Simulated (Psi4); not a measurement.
Psi4 input (wB97X-D/6-31G*):

```
memory 1500 MB

molecule {
1 2
Si    0.00000000    0.00000000    0.00000000
Cl    1.15093841    1.17921709    1.18988796
Cl   -1.17036909   -1.19282125    1.15691797
Cl    1.19576949   -1.15392888   -1.17031150
Cl   -1.17633881    1.16753303   -1.17649443
symmetry c1
no_reorient
no_com
}

set {
  basis 6-31G*
  reference uks
  scf_type pk
  dft_radial_points 99
  dft_spherical_points 590
  e_convergence 1e-8
  d_convergence 1e-7
  maxiter 150
}

e = energy('wb97x-d')
print_out(f'\nFINAL {e:.10f} DIPOLE {variable("CURRENT DIPOLE")[0]:.6f} {variable("CURRENT DIPOLE")[1]:.6f} {variable("CURRENT DIPOLE")[2]:.6f}\n')
```

From the output:

```
      44A     -0.111522    45A     -0.111521    46A      0.011241
      47A      0.076101    48A      0.076103    49A      0.087017
      50A      0.238367    51A      0.238370    52A      0.241413
      53A      0.241419    54A      0.258363    55A      0.303865
      56A      0.334899    57A      0.334899    58A      0.364579
      59A      0.364582    60A      0.366655    61A      0.401812
      62A      0.419672    63A      0.419674    64A      0.470224
      65A      0.470228    66A      0.479745    67A      0.559170
      68A      0.559171    69A      0.570433    70A      0.620313
      71A      0.684424    72A      0.695217    73A      0.695220
      74A      0.701032    75A      0.707285    76A      0.707289
      77A      0.707925    78A      0.707927    79A      0.715642
      80A      0.756495    81A      0.756496    82A      0.859999
      83A      0.863253    84A      0.863258    85A      0.891268
      86A      0.891270    87A      0.987135    88A      1.157878
      89A      1.157880    90A      1.190156    91A      2.721331
      92A      4.100909    93A      4.100914    94A      4.125643
      95A      4.175859

    Final Occupation by Irrep:
              A
    DOCC [    40 ]
    SOCC [     1 ]
    NA   [    41 ]
    NB   [    40 ]

  @UKS Final Energy: -2129.94690427180331

   => Energetics <=

    Nuclear Repulsion Energy =            524.3232085467143406
    One-Electron Energy =               -3969.6212210565831811
    Two-Electron Energy =                1413.1482241831752162
    DFT Exchange-Correlation Energy =     -97.7956505314921287
    Empirical Dispersion Energy =          -0.0014654136174286
    VV10 Nonlocal Energy =                  0.0000000000000000
    Total Energy =                      -2129.9469042718033052

  UHF NO Occupations:
  HONO-2 :   39  A 1.9985590
  HONO-1 :   40  A 1.9985586
  HONO-0 :   41  A 1.0000000
  LUNO+0 :   42  A 0.0014414
  LUNO+1 :   43  A 0.0014410
  LUNO+2 :   44  A 0.0000981
  LUNO+3 :   45  A 0.0000981

Computation Completed

Properties will be evaluated at   0.000000,   0.000000,   0.000000 [a0]

Properties computed using the SCF density matrix

 Multipole Moments:

 ------------------------------------------------------------------------------------
     Multipole            Electronic (a.u.)      Nuclear  (a.u.)        Total (a.u.)
 ------------------------------------------------------------------------------------

 L = 1.  Multiply by 2.5417464519 to convert [e a0] to [Debye]
 Dipole X            :          0.4433164            0.0000000            0.4433164
 Dipole Y            :         -0.4399675           -0.0000003           -0.4399678
 Dipole Z            :          0.4432058            0.0000000            0.4432058
 Magnitude           :                                                    0.7658541

 ------------------------------------------------------------------------------------

FINAL -2129.9469042718 DIPOLE 0.443316 -0.439968 0.443206

*** Psi4 exiting successfully. Buy a developer a beer!
```

The dipole moment of an ion depends on the origin.

The geometry given is a B3LYP-D3(BJ)/def2-TZVP minimum of the species of charge 0 and multiplicity 1, not of this state.
